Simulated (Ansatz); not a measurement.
# AlNHO (doublet): from a generated start to a stationary point

Where does this start of AlNHO (doublet) end when it is relaxed?

Computed with Ansatz 0.2.0, Gaussian basis. Level: UKS PBE0/def2-TZVP.

## 1. The system as given

4 atoms, charge 0, spin multiplicity 2.

Atoms are counted from 1 here; the program's logs count them from 0.

Bond lengths: N1–Al2 1.742 Å, N1–H4 1.012 Å, Al2–O3 1.587 Å. Angles: Al2–N1–H4 136.2°, N1–Al2–O3 176.6°.

The start was built by rule and, where that kept it together, relaxed with GFN2-xTB. Sticks and bond lists go by distance. 

## 2. The run

in.yaml reads:

```yaml
crystal:
  periodic: [false, false, false]
  atoms:
    - {symbol: N, position_ang: [-1.051531, 0.304906, 0.002026]}
    - {symbol: Al, position_ang: [0.538083, -0.406634, 0.000606]}
    - {symbol: O, position_ang: [1.945531, -1.140556, -0.001559]}
    - {symbol: H, position_ang: [-1.432083, 1.242284, -0.001073]}
basis:
  gaussian: {orbitals: def2-TZVP}
magnetization: {spin_polarized: true, initial_magnetization: 1}
hamiltonian: {xc: pbe0}
relax: {f_tol: 0.004, max_steps: 80}
```

Command:

```bash
$ ansatz run in.yaml --threads 1 --pin off --events-out ev --progress --plain --max-ram 2176MiB
```

What does the calculation give? Wanted: energy gained; shift from the start; total energy; dipole moment; ⟨S²⟩.

The runs gave:

| quantity | value |
| --- | --- |
| steps | 6 |
| energy gained | 0.040 eV |
| shift from the start (rms) | 0.076 Å |
| total energy | -10142.8482 eV |
| dipole moment | 4.78 D |
| ⟨S²⟩ | 0.759 |

**Reading.** The bonds of the start are those of the end. N1–Al2 went from 1.742 to 1.795 Å. No vibrations were run, so this is a stationary point, not a proven minimum, and this spin need not be the ground state's.
